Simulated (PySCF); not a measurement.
# Thiohydroxylamine (H3SN): NMR shifts and electronic excitations in gas and solvents, part 2 of 2

PySCF 2.14.0. Atoms count from 0. The steps go on from the part before.

## Step 10: TDDFT and polarisability: CAM-B3LYP/aug-cc-pVTZ

The job: settings as JSON, then the geometry in Å.

```
{"job": {"kind": "uv", "xc": "CAM-B3LYP", "basis": "aug-cc-pVTZ", "ip": false, "dynamic": false}, "charge": 0, "multiplicity": 1}
N     -0.528564     0.139772     0.158060
S      0.932340    -0.452176    -0.488654
H     -1.055614    -0.602386     0.595696
H     -1.085311     0.585896    -0.556922
H      1.770655     0.295346     0.254207
```

Method: TDDFT CAM-B3LYP/aug-cc-pVTZ, vertical, gas phase, core orbitals frozen in the response.

What it wrote:

```text
coarse grid: 4552 points
cycle   1  E = -454.7363096911  dE =  6.918e-02  |g| = 2.435e-01  |ddm| = 3.884e+00
cycle   2  E = -454.7472258042  dE = -1.092e-02  |g| = 1.816e-01  |ddm| = 6.402e-01
cycle   3  E = -454.7530479310  dE = -5.822e-03  |g| = 5.369e-02  |ddm| = 2.789e-01
cycle   4  E = -454.7536297562  dE = -5.818e-04  |g| = 1.156e-02  |ddm| = 7.661e-02
cycle   5  E = -454.7536656865  dE = -3.593e-05  |g| = 3.325e-03  |ddm| = 1.714e-02
cycle   6  E = -454.7536688849  dE = -3.198e-06  |g| = 6.880e-04  |ddm| = 5.379e-03
final grid: 38856 points
cycle   7  E = -454.7559869709  dE = -1.238e-05  |g| = 2.497e-03  |ddm| = 5.875e-02
cycle   8  E = -454.7559865042  dE =  4.667e-07  |g| = 3.027e-03  |ddm| = 7.496e-03
cycle   9  E = -454.7559882680  dE = -1.764e-06  |g| = 1.657e-04  |ddm| = 3.649e-03
cycle  10  E = -454.7559882790  dE = -1.099e-08  |g| = 8.901e-05  |ddm| = 4.348e-04
cycle  11  E = -454.7559882814  dE = -2.393e-09  |g| = 1.813e-05  |ddm| = 1.436e-04
cycle  12  E = -454.7559882816  dE = -2.512e-10  |g| = 4.714e-06  |ddm| = 5.557e-05
converged SCF energy = -454.7559882816

Static polarisability (au): isotropic 33.099, principal 30.309 30.388 38.601

Singlet excitations
state   eV       nm        f      main configurations
  1   5.1390    241.3   0.00333   H->L 0.61, H->L+3 0.21, H->L+4 0.10
  2   5.7717    214.8   0.02589   H-1->L 0.81, H-1->L+3 0.09
  3   6.0299    205.6   0.03654   H->L+1 0.80
  4   6.6523    186.4   0.00440   H->L+3 0.46, H->L 0.26
  5   6.7809    182.8   0.02581   H-1->L+1 0.77
  6   7.0717    175.3   0.01838   H->L+2 0.91
  7   7.2605    170.8   0.04953   H-1->L+3 0.65, H-1->L+10 0.08
  8   7.3653    168.3   0.00019   H-1->L+2 0.88
  9   7.4683    166.0   0.00016   H->L+4 0.76, H->L+3 0.15
 10   8.0853    153.3   0.03888   H-1->L+4 0.86, H-1->L+3 0.08

Triplet excitations (Tamm-Dancoff, eV): 4.5982 5.1711 5.5834 6.4189
```

It took 4.3 s on 1 thread of Intel Xeon 6975P-C, shared host; peak memory 0.52 GiB.

In short: HOMO -8.48 eV, LUMO 0.05 eV; lowest singlet 5.14 eV.

## Step 11: Ultraviolet spectrum: wB97X-D/aug-cc-pVTZ

The job: settings as JSON, then the geometry in Å.

```
{"job": {"kind": "uv", "xc": "wB97X-D", "basis": "aug-cc-pVTZ", "ip": true, "dynamic": false}, "charge": 0, "multiplicity": 1}
N     -0.528564     0.139772     0.158060
S      0.932340    -0.452176    -0.488654
H     -1.055614    -0.602386     0.595696
H     -1.085311     0.585896    -0.556922
H      1.770655     0.295346     0.254207
```

With the program's defaults for keys left out, this is: TDDFT wB97X-D/aug-cc-pVTZ, vertical, gas phase, core orbitals frozen in the response.

What it wrote:

```text
coarse grid: 4552 points
cycle   1  E = -454.7257771847  dE =  5.489e-02  |g| = 2.475e-01  |ddm| = 3.860e+00
cycle   2  E = -454.7413611855  dE = -1.558e-02  |g| = 1.430e-01  |ddm| = 7.005e-01
cycle   3  E = -454.7448615497  dE = -3.500e-03  |g| = 4.597e-02  |ddm| = 2.434e-01
cycle   4  E = -454.7452953931  dE = -4.338e-04  |g| = 1.343e-02  |ddm| = 7.261e-02
cycle   5  E = -454.7453496350  dE = -5.424e-05  |g| = 3.401e-03  |ddm| = 2.523e-02
cycle   6  E = -454.7453540115  dE = -4.377e-06  |g| = 7.686e-04  |ddm| = 8.355e-03
final grid: 38856 points
cycle   7  E = -454.7503107335  dE = -6.713e-05  |g| = 5.639e-03  |ddm| = 1.014e-01
cycle   8  E = -454.7503112673  dE = -5.338e-07  |g| = 5.722e-03  |ddm| = 1.582e-02
cycle   9  E = -454.7503175991  dE = -6.332e-06  |g| = 5.609e-04  |ddm| = 6.951e-03
cycle  10  E = -454.7503177403  dE = -1.412e-07  |g| = 1.996e-04  |ddm| = 1.497e-03
cycle  11  E = -454.7503177683  dE = -2.802e-08  |g| = 6.051e-05  |ddm| = 6.452e-04
cycle  12  E = -454.7503177719  dE = -3.578e-09  |g| = 1.948e-05  |ddm| = 2.576e-04
cycle  13  E = -454.7503177722  dE = -2.910e-10  |g| = 4.266e-06  |ddm| = 7.321e-05
converged SCF energy = -454.7503177722

Static polarisability (au): isotropic 33.173, principal 30.472 30.560 38.486

Singlet excitations
state   eV       nm        f      main configurations
  1   5.2723    235.2   0.00379   H->L 0.47, H->L+3 0.32, H->L+4 0.13
  2   5.8852    210.7   0.02892   H-1->L 0.68, H-1->L+3 0.19
  3   6.1572    201.4   0.04220   H->L+1 0.68, H->L 0.10
  4   6.7790    182.9   0.00419   H->L 0.32, H->L+3 0.30, H->L+7 0.12
  5   6.9119    179.4   0.02732   H-1->L+1 0.64, H-1->L 0.09
  6   7.1441    173.5   0.01837   H->L+2 0.85
  7   7.3128    169.5   0.04473   H-1->L+3 0.50, H-1->L 0.14, H-1->L+1 0.11
  8   7.4440    166.6   0.00012   H-1->L+2 0.87, H-1->L+11 0.09
  9   7.5714    163.8   0.00039   H->L+4 0.73, H->L+3 0.15
 10   8.1663    151.8   0.04176   H-1->L+4 0.84

Triplet excitations (Tamm-Dancoff, eV): 4.7908 5.3230 5.7759 6.5706
Vertical ionisation energy (delta-SCF) = 9.7557 eV
```

Wall time 16 s (1 thread of Intel Xeon 6975P-C, shared host); peak memory 0.54 GiB.

This run: HOMO -8.99 eV, LUMO 0.76 eV; lowest singlet 5.27 eV.

## Step 12: Run by run: NMR shifts

Shifts (ppm), means over like atoms, with basis size and wall time:

| run | H4 | H2 | N0 | S1 | functions | time |
| --- | --- | --- | --- | --- | --- | --- |
| PBE0/pcSseg-2 | 4.98 | 1.21 | -5.5 | 102 | 121 | 3.6 s |
| KT3/pcSseg-2 | 4.99 | 1.27 | 0.6 | 127 | 121 | 3 s |
| wB97X-D/pcSseg-2 | 4.96 | 1.21 | -7.0 | 106 | 121 | 2.7 s |
| B97-2/pcSseg-2 | 4.94 | 1.25 | -3.9 | 109 | 121 | 2.2 s |
| WP04/pcSseg-2 in chloroform | 4.77 | 1.77 | -0.8 | 127 | 121 | 2.5 s |
| wB97X-D/pcSseg-2 in chloroform | 5.18 | 1.54 | -8.1 | 91 | 121 | 3.3 s |

## Step 13: Side by side: electronic excitations

Excitations and ground-state properties, with basis size and wall time:

```
                  run  lowest singlet (eV)  brightest (eV)      f  gap (eV)  α (Å³)  μ (D)  functions   time
     PBE0/aug-cc-pVTZ                 5.13            7.11  0.049      6.61    4.92   1.12        165  4.4 s
CAM-B3LYP/aug-cc-pVTZ                 5.14            7.26  0.050      8.54    4.90   1.06        165  4.3 s
  wB97X-D/aug-cc-pVTZ                 5.27            7.31  0.045      9.75    4.92   1.10        165   16 s
```

Measured dipole: 0.96 D (gas; NIST CCCBDB Release 22 (SRD 101), experimental dipoles).

## Step 14: Summary of results

The summary covers parts 1 to 2.

```
                                                              quantity                        value
                                                           point group                           Cs
                                  rotational constants (main isotopes)     148.29, 14.43, 14.17 GHz
1H shifts against TMS (PBE0/pcSseg-2, means over atoms taken as alike)               4.98, 1.21 ppm
                                15N shifts against NH3 (PBE0/pcSseg-2)                     -5.5 ppm
                                33S shifts against CS2 (PBE0/pcSseg-2)                      102 ppm
                                     lowest singlet (PBE0/aug-cc-pVTZ)  5.13 eV (242 nm), f = 0.003
                              brightest single state of those computed  state 7, 7.11 eV, f = 0.049
                                                        lowest triplet                      4.56 eV
                      range of the shift of S1 (wB97X-D/pcSseg-2 runs)                91 to 106 ppm
                                           range of the lowest singlet              5.13 to 5.27 eV
```

**Reading.** Relaxing lowered the energy by 0.029 eV in 5 steps; the close pair that moved most is N0–H3, from 1.032 to 1.010 Å. At PBE0/pcSseg-2: The widest tensor belongs to S1: span 589 ppm, with a paramagnetic part of -643 ppm. The lowest singlet, at 5.13 eV, is HOMO→LUMO 0.90 and is weak; of the 10 states computed, the strongest absorption comes from state 7 at 7.11 eV (the last state computed is bright too, and its partners may lie past the list). The lowest triplet lies 0.57 eV below the lowest singlet (triplets in Tamm-Dancoff, singlets in full TDDFT). States above −ε(HOMO) lie where TDDFT describes them poorly and they hang on the basis; the brightest is among them. The dipole moment, 1.12 D, compares with 0.96 D measured. At one level, wB97X-D/pcSseg-2: Across the 2 runs the shift of S1 moves most, between 91 (wB97X-D/pcSseg-2 in chloroform) and 106 ppm (wB97X-D/pcSseg-2). The lowest singlet runs from 5.13 eV (PBE0/aug-cc-pVTZ) to 5.27 eV (wB97X-D/aug-cc-pVTZ), while the orbital gap spans 6.61 to 9.75 eV: the excitation energy moves far less from run to run than the orbital gap does. The lowest state need not be the same one in every run. For the measured dipole, CAM-B3LYP/aug-cc-pVTZ misses least (0.10 D, 4.3 s) and PBE0/aug-cc-pVTZ most (0.16 D, 4.4 s). One molecule ranks no method: errors cancel, and vibration and temperature are missing from all runs.
